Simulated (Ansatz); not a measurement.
**SnH₃, doublet: how well a Morse curve fills in a stretch**

Starting geometry (PBE0/def2-TZVP stationary point for this spin, which needn't be the lowest; state A'):

```yaml
atoms:
  - { symbol: Sn, position_ang: [0.0000, 0.0000, -0.0140] }
  - { symbol: H, position_ang: [1.6170, 0.0135, 0.5568] }
  - { symbol: H, position_ang: [-0.8231, 1.3949, 0.5493] }
  - { symbol: H, position_ang: [-0.7994, -1.4090, 0.5484] }
```

Atom H4 moves along the line of the distance Sn1-H4, all else staying in place. Energies are in eV from the starting point at each level.

Basis def2-SVP with its core potentials; Ansatz 0.2.0. Only valence electrons are correlated (noble-gas cores and the filled d shells of p-block atoms frozen). Prefix R: restricted or restricted open-shell reference; prefix U: unrestricted. No spin–orbit coupling is included; scalar relativity enters through the core potentials alone.

Full CI is exact within this basis and frozen core; it isn't the basis-set limit. The frozen core follows each run's orbitals, which can shift R against U totals by a few meV for light atoms and by up to 0.1 eV past Ca.

```csv
distance Sn1-H4 (Å),full CI,UCCSD(T),B3LYP
1.393,1.221,1.218,1.170
1.580,0.181,0.179,0.175
1.715,0.000,0.000,0.000
1.907,0.161,0.164,0.151
2.120,0.599,0.606,0.571
2.382,?,?,?
2.757,1.939,1.984,1.868
3.205,2.331,2.353,2.247
3.824,2.388,2.394,2.380
4.686,2.386,2.392,2.402
5.917,2.386,2.392,2.404
```

A Morse curve E(r) = E0 + De (1 − exp(−a (r − re)))² is laid through the three points about the minimum (1.580, 1.715, 1.907 Å), with E0 + De set to the last point:

| level | re (Å) | a (1/Å) | E0 (eV) | De (eV) | k = 2 De a² (eV/Å²) |
| --- | --- | --- | --- | --- | --- |
| full CI | 1.726 | 1.668 | -0.001 | 2.387 | 13.3 |
| UCCSD(T) | 1.725 | 1.671 | -0.001 | 2.393 | 13.4 |
| B3LYP | 1.728 | 1.618 | -0.001 | 2.405 | 12.6 |

Question: Use the full-CI fit to predict the withheld energy at 2.382 Å.

Answer: exp(−1.668 × (2.382 − 1.726)) = 0.3348; E = -0.001 + 2.387 × (1 − 0.3348)² = 1.055 eV. Full CI in def2-SVP gives 1.217 eV, so the Morse form is 0.162 eV too low there (6.8 % of De). At the other points past the fit it misses by up to 0.33 eV (at 3.205 Å), so the curve isn't Morse-like throughout. UCCSD(T) gives 1.240 eV. B3LYP gives 1.178 eV.

Unrestricted rows (U, and Kohn–Sham where it breaks symmetry) aren't spin-pure: their determinants' ⟨S²⟩ exceeds S(S+1) by up to 0.41, so they mix in states of higher spin. Coupled cluster chose its determinant by a search with trial CCSD, here up to 0.11 eV above the lowest Hartree–Fock solution of its kind.

Kohn–Sham is unrestricted where that lies lower.

De here is the energy of pulling rigid fragments apart in this basis, without relaxation or zero-point terms.

In so small a basis the reference is far from its limit while semilocal and hybrid functionals are nearer theirs, so the functionals' errors here hold much of the reference's basis and frozen-core error, which can add to them or hide them.
